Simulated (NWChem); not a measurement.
Species: trifluoromethane (CHF₃); SMILES FC(F)F

Results from NWChem. Structure relaxed at the PBE0/def2-SVP level. Level: PBE0/def2-SVP with SMD (1 M gas to 1 M solution), gas-phase geometry.

### Question
Estimate the computed values for solvent water. Quantities: solvation free energy (kcal/mol); cavity-dispersion-structure term (kcal/mol); dipole in solution (D).

### Answer
* **solvation free energy (kcal/mol)**: 0.3
* **cavity-dispersion-structure term (kcal/mol)**: 3.6
* **dipole in solution (D)**: 1.82
